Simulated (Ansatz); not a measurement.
# bcc Fe: properties by level of theory

Reference values: lattice constant a 2.853 Å (measured, static lattice: zero-point anharmonic expansion removed; as tabulated in Mejia-Rodriguez and Trickey (2018), arXiv:1807.09216); magnetic moment 2.13 μB (measured, temperature not stated, spin, per atom, our sources range from 1.98 to 2.13; as tabulated in Ekholm et al. (2018), arXiv:1806.11289).

```csv
level (code),lattice parameter a (Å),magnetic moment (μB)
PBE (Ansatz),2.831,2.16
PBEsol (Ansatz),[?],[?]
PBE-D4 (Ansatz),[?],[?]
r²SCAN+rVV10 (Ansatz),2.857,2.64
```

Task: Fill in the missing entries.

Result: 
- PBEsol (Ansatz, a first-principles code), lattice parameter a (Å): 2.788
- PBEsol (Ansatz), magnetic moment (μB): 2.10
- PBE-D4 (Ansatz), lattice parameter a (Å): 2.809
- PBE-D4 (Ansatz), magnetic moment (μB): 2.12

Ansatz's density-functional and Hartree–Fock values are scalar-relativistic unless marked +SOC, with PAW data made under PBE.

Spin-polarised runs: PBE (parallel moments), PBEsol (parallel moments), PBE-D4 (parallel moments), r²SCAN+rVV10 (parallel moments).

The computed numbers hold no vibrational or temperature effects.
